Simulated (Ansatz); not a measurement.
## Ansatz (development build ahead of 0.2.0) run

```yaml
crystal:
  periodic: [false, false, false]
  atoms:
    - { symbol: Mg, position_ang: [0.0, 0.0, 0.0] }
    - { symbol: Mg, position_ang: [0.0, 6.8103, 0.0] }
    - { symbol: Al, position_ang: [0.0, -6.3273, 0.0] }
basis:
  gaussian: { orbitals: pcseg-2 }
total_charge: 1
magnetization:
  spin_polarized: true
hamiltonian:
  xc: r2scan
```

The input is written out in the form of the current development build from the run's settings.

The run gave:

* Converged: yes
* Total energy: -642.20471 hartree
* Spin squared of the determinant: 0.392
* Stability test: minimum

Caution: charge can spread falsely over distant fragments; the unrestricted determinant is spin contaminated.
